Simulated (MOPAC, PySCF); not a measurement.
Species: C$_{3}$H$_{2}$N (charge 0, doublet). SMILES: C([C]=C)#N
Geometry: optimised at B3LYP-D3(BJ)/def2-TZVP (Ansatz).

Unscaled harmonic wavenumbers (cm⁻¹) in rising order, each level at the stationary point that it reaches from this structure (no distance between atoms moves by over 0.3 Å); the order of modes can differ between levels, and a negative number is imaginary. B3LYP-D3(BJ)/def2-TZVP (PySCF, at the structure above): 95, 250, 425, 573, 884, 929, 969, 1433, 1821, 2105, 3073, 3148.

AM1 (MOPAC): 84, 245, 465, 618, 889, 995, 996, 1350, 1969, 2272, 3114, 3159. Zero-point energy 23.1 against 22.4 kcal/mol; where all levels lie over 400 cm⁻¹, the wavenumbers are on average 1.039 times those of B3LYP-D3(BJ)/def2-TZVP.

PM3 (MOPAC): 165, 262, 470, 584, 803, 946, 956, 1251, 1874, 2244, 3083, 3092. Zero-point energy 22.5 against 22.4 kcal/mol; where all levels lie over 400 cm⁻¹, the wavenumbers are on average 0.999 times those of B3LYP-D3(BJ)/def2-TZVP.
